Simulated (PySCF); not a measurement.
**Variants of one PySCF input: HCl⁻**

Base input, run as `OMP_NUM_THREADS=1 python input.py` with PySCF 2.14:

```python
from pyscf import gto, scf

mol = gto.M(
    atom='H 0 0 0; Cl 0 0 1.39',
    basis='6-311++g**',
    charge=-1,
    spin=1,
    verbose=4,
)
mf = scf.UHF(mol)
mf.kernel()
mf.nuc_grad_method().kernel()
mf.dip_moment()
print('orbital energies (hartree):', [e[max(0, n-3):n+3].round(4) for e, n in zip(mf.mo_energy, mol.nelec)])
```

Base result: E(SCF) = -460.055732 Eh, 12 cycles, ⟨S²⟩ = 0.751, gradient on the second atom 0.0259 Eh/bohr. The bond length is a typed value, not an optimised one. The dipole of an ion depends on the origin. No search for the lowest solution was made.

It ran on Arm Neoverse V1 (1 thread, shared host) in 1.2 s, peak memory 0.12 GiB.

Each row names what differs from the base; energies in brackets are changes from the base.

```tsv
change	result
Cartesian functions: off → on	E(SCF) = -460.056075 Eh (-0.0093 eV), 12 cycles, ⟨S²⟩ = 0.751, gradient on the second atom 0.0260 Eh/bohr
geometry: bond 1.39 → bond 1.737	E(SCF) = -460.049581 Eh (+0.1674 eV), 11 cycles, ⟨S²⟩ = 0.757, gradient on the second atom -0.0152 Eh/bohr
basis set: 6-311++g** → 6-311g** [no diffuse functions for the anion]	E(SCF) = -460.006777 Eh (+1.3321 eV), 10 cycles, ⟨S²⟩ = 0.753, gradient on the second atom -0.0841 Eh/bohr
cycle limit: 50 → 8	not converged: SCF after 8 cycles
functional: none (Hartree–Fock) → hf,lyp; SCF type: UHF → UKS; step after the SCF: gradient → analyze	E(SCF) = -460.788922 Eh, 11 cycles, ⟨S²⟩ = 0.751
spin (2S): 1 → 2 [unsound on purpose]	stops with RuntimeError (Electron number 19 and spin 2 are not consistent)
geometry: bond 1.39 → bond 2.085	E(SCF) = -460.058843 Eh (-0.0847 eV), 11 cycles, ⟨S²⟩ = 0.759, gradient on the second atom -0.0101 Eh/bohr
step after the SCF: gradient → cisd; frozen orbitals: default → 5	E(SCF) = -460.055732 Eh (+0.0000 eV), 12 cycles, E(CISD) − E(SCF) = -0.16416 Eh, ⟨S²⟩ = 0.751
geometry: bond 1.39 → bond 1.432	E(SCF) = -460.053485 Eh (+0.0611 eV), 13 cycles, ⟨S²⟩ = 0.751, gradient on the second atom 0.0297 Eh/bohr
PCM solvent, dielectric constant: none → 4.71	E(SCF) = -460.110624 Eh (-1.4937 eV), 13 cycles, ⟨S²⟩ = 0.752, gradient on the second atom -0.0219 Eh/bohr
point-group symmetry: off → on	E(SCF) = -460.055732 Eh (+0.0000 eV), 12 cycles, ⟨S²⟩ = 0.751, gradient on the second atom 0.0259 Eh/bohr
step after the SCF: gradient → frequency [not at a minimum]	E(SCF) = -460.055732 Eh (+0.0000 eV), 12 cycles, ⟨S²⟩ = 0.751, wavenumbers 1500 cm⁻¹
geometry: bond 1.39 → bond 1.557	E(SCF) = -460.047839 Eh (+0.2148 eV), 13 cycles, ⟨S²⟩ = 0.753, gradient on the second atom 0.0121 Eh/bohr
spin (2S): 1 → 5 [a high spin state]	E(SCF) = -459.477791 Eh (+15.7266 eV), 11 cycles, ⟨S²⟩ = 8.757, gradient on the second atom -0.1490 Eh/bohr
basis set: 6-311++g** → 6-31g [no diffuse functions for the anion]	E(SCF) = -459.934351 Eh (+3.3029 eV), 8 cycles, ⟨S²⟩ = 0.752, gradient on the second atom -0.1481 Eh/bohr
step after the SCF: gradient → eomee; frozen orbitals: default → 5; number of roots: default → 6	E(SCF) = -460.055732 Eh (+0.0000 eV), 12 cycles, E(CCSD) − E(SCF) = -0.17150 Eh, ⟨S²⟩ = 0.751, excitation roots 1.000, 2.403, 2.404, 2.639, 2.639, 2.639 eV
step after the SCF: gradient → optimize	E(SCF) = -460.055732 Eh (+0.0000 eV), 12 cycles, ⟨S²⟩ = 0.751, all at the start geometry; optimised bond 1.304 Å with E = -460.058177 Eh after 6 steps
charge: -1 → 1 [another spin of the ion may lie lower]	E(SCF) = -459.666738 Eh (+10.5851 eV), 11 cycles, ⟨S²⟩ = 0.758, gradient on the second atom 0.0382 Eh/bohr
step after the SCF: gradient → eomip; frozen orbitals: default → 5; number of roots: default → 4	E(SCF) = -460.055732 Eh (+0.0000 eV), 12 cycles, E(CCSD) − E(SCF) = -0.17150 Eh, ⟨S²⟩ = 0.751, ionisation roots -0.705, 6.205, 6.205, 6.378 eV
level shift (hartree): none → 5 [unsound on purpose] [may be another electronic state]	not converged: SCF after 50 cycles
smearing width (hartree): none → 0.005; step after the SCF: gradient → none [smearing does not keep the typed spin]	E(SCF) = -460.010413 Eh (+1.2332 eV), 9 cycles
functional: none (Hartree–Fock) → pbe0; SCF type: UHF → UKS; step after the SCF: gradient → analyze	E(SCF) = -460.641383 Eh, 10 cycles, ⟨S²⟩ = 0.750
```

**Question.** Order these changes by how far they move the SCF energy from the base, largest first: (1) PCM solvent, dielectric constant: none → 4.71; (2) geometry: bond 1.39 → bond 1.557; (3) geometry: bond 1.39 → bond 1.737; (4) geometry: bond 1.39 → bond 2.085.

**Answer.** (1) -1.4937 eV, (2) +0.2148 eV, (3) +0.1674 eV, (4) -0.0847 eV.
